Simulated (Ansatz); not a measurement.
Wavefunction ladder for C₃H₅ClS, SMILES `CC(=S)CCl`

| atom | x (Å) | y (Å) | z (Å) |
| --- | --- | --- | --- |
| C1 | -0.7212 | -0.1595 | 1.0614 |
| C2 | 0.0671 | 0.6357 | 0.0825 |
| S3 | 0.3031 | 2.2309 | 0.2023 |
| C4 | 0.6089 | -0.0912 | -1.1132 |
| Cl5 | 1.2981 | -1.6941 | -0.7303 |
| H6 | -1.4447 | -0.7988 | 0.5442 |
| H7 | -1.2279 | 0.4895 | 1.7713 |
| H8 | -0.0529 | -0.8380 | 1.6011 |
| H9 | -0.2107 | -0.2698 | -1.8152 |
| H10 | 1.3801 | 0.4953 | -1.6042 |

The species carries charge 0 and has multiplicity 1. All single points use the PBE0-D4/def2-TZVP geometry. It is one conformer, not always the lowest. Frozen core, restricted reference, Ansatz 0.2.0. CBS rows extrapolate triple and quadruple zeta; past MP2 they add the triple-zeta difference.

```
     basis     HF (Eh)  MP2 corr.  CCSD corr.       (T)  CCSD(T) total
  def2-SVP  -973.16474          ?    -0.73204  -0.02517              ?
def2-TZVPP  -973.59179   -0.86498    -0.91623         ?              ?
def2-QZVPP  -973.62100          ?           –         –              –
 CBS(def2)  -973.62502          ?    -1.03234     as TZ              ?
```

(1) Fill in the withheld values. (Best estimate.)

## Answers

(1) Ansatz gave: def2-SVP MP2 corr.: -0.67831; def2-SVP CCSD(T) total: -973.92195; def2-TZVPP (T): -0.04406; def2-TZVPP CCSD(T) total: -974.55208; def2-QZVPP MP2 corr.: -0.93169; CBS(def2) MP2 corr.: -0.98109; CBS(def2) CCSD(T) total: -974.70142.
